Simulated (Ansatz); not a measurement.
Process, species as SMILES: CSB(C)C → CB(C)[S] + [CH3] (CH3) (the C-S bond breaks)

Wanted: bond dissociation energy (enthalpy at 298 K), in kcal/mol. Terms: UHF or UKS for open shells; non-relativistic; six Cartesian d functions in 6-31G* and its kin unless marked 5d; frozen cores in correlated levels; 6-311+G** with 5d, 6d on Na to Ar in Ansatz (a program for electronic structure); spin-orbit terms left out; LANL2DZ with its own core potentials from Na on. CBS(X,Y): correlation extrapolated as X^-3; Hartree-Fock from the larger set. First-principles rows: single points at B3LYP-D3(BJ) geometries (Ansatz), with unscaled harmonic terms from B3LYP/6-31G* (Ansatz) at its own minima.

Coupled cluster (Ansatz) is a level with limits of its own, used here on species with T1 under 0.025 (0.045 for open shells) and stable references: CCSD(T)/CBS(cc-pV(T+d)Z,cc-pV(Q+d)Z).

Value to compare with, CCSD(T)/CBS(cc-pV(T+d)Z,cc-pV(Q+d)Z) (Ansatz): 71.5 kcal/mol.

```json
[
 {"level": "HF/STO-3G", "program": "Ansatz", "bond dissociation energy (enthalpy at 298 K) (kcal/mol)": "57.0", "difference": "-14.5"},
 {"level": "HF/3-21G", "program": "Ansatz", "bond dissociation energy (enthalpy at 298 K) (kcal/mol)": "33.2", "difference": "-38.3"},
 {"level": "HF/LANL2DZ", "program": "Ansatz", "bond dissociation energy (enthalpy at 298 K) (kcal/mol)": "28.8", "difference": "-42.7"},
 {"level": "HF/6-31G*", "program": "Ansatz", "bond dissociation energy (enthalpy at 298 K) (kcal/mol)": "39.8", "difference": "-31.7"},
 {"level": "HF/6-311+G**", "program": "Ansatz", "bond dissociation energy (enthalpy at 298 K) (kcal/mol)": "37.9", "difference": "-33.6"}
]
```

Among the 5 habitual levels, HF/LANL2DZ lies farthest from CCSD(T)/CBS(cc-pV(T+d)Z,cc-pV(Q+d)Z) (Ansatz) (-42.7 kcal/mol) and HF/STO-3G nearest (-14.5); 0 of 5 lie above it, and their mean absolute difference is 32.2 kcal/mol, the median 33.6. One case shows no general order.

The sets are all those run for this method; left out are runs that failed, that the program found above a lower state of the same kind, or whose <S^2> lies over 0.5 above the pure value.
